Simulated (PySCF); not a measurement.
Gas-phase reaction: BOF + 2 FO → BF3 + O3

Computed with PySCF (xtb for GFN2) and rigid-rotor harmonic-oscillator thermochemistry at 1 bar. Table values come from the NASA 1993 polynomials. After a fit of one offset per element over all species, the range-separated, M06-2X, PBE0/def2-QZVP and CCSD(T)/def2-TZVPP enthalpies, where run, lie to one side of the table for BOF (+19 kJ/mol), O3 (+19 kJ/mol): a fault of the table's entry, another state or a shared error of the levels is possible; this was not checked at source. † marks an energy on the PBE0/def2-TZVP geometry and frequencies; other levels use their own. CCSD(T) freezes the core. 6-31G* has spherical d functions here. Open shells (unrestricted): FO (multiplicity 2, electronic degeneracy 4); the rest are closed-shell singlets. GFN2 has no spin-polarisation term. Spin-orbit splitting is ignored; it lowers the true energy and changes the entropy of FO. B3LYP is the form with VWN-RPA correlation. CCSD(T) isn't extrapolated to the basis-set limit; its ΔH°(298 K) is -600.7 kJ in def2-SVP and -615.7 kJ in def2-TZVPP. The harmonic model lacks anharmonicity and excited electronic states, which grow with temperature; levels with a mode under 35 cm⁻¹ are left out. Strong static correlation: O3. The table's entry may be an old estimate for BOF, FO (not checked at source). Warning, large T1 diagnostic: O3 (CCSD(T)/def2-SVP†).

| level | ΔH°(298 K), kJ | minus table | ΔG°(1200 K), kJ |
|---|---|---|---|
| table | -609.4 | - | -407.5 |
| B3LYP/def2-TZVP† | -567.0 | 42.4 | -363.0 |
| CCSD(T)/def2-SVP† | -600.7 | 8.7 | -396.7 |
| GFN2-xTB | -609.6 | -0.2 | -409.0 |
| HF/6-31G* | -341.8 | 267.6 | -134.2 |
| HF/def2-TZVP† | -343.8 | 265.6 | -139.7 |
| M06-2X/def2-TZVP† | -587.3 | 22.1 | -383.2 |
| PBE/def2-SVP | -635.2 | -25.8 | -431.7 |
| PBE/def2-TZVP† | -614.4 | -5.0 | -410.3 |
| LDA/def2-TZVP† | -720.3 | -110.9 | -516.2 |
| ωB97M-V/def2-TZVP† | -578.1 | 31.3 | -374.0 |
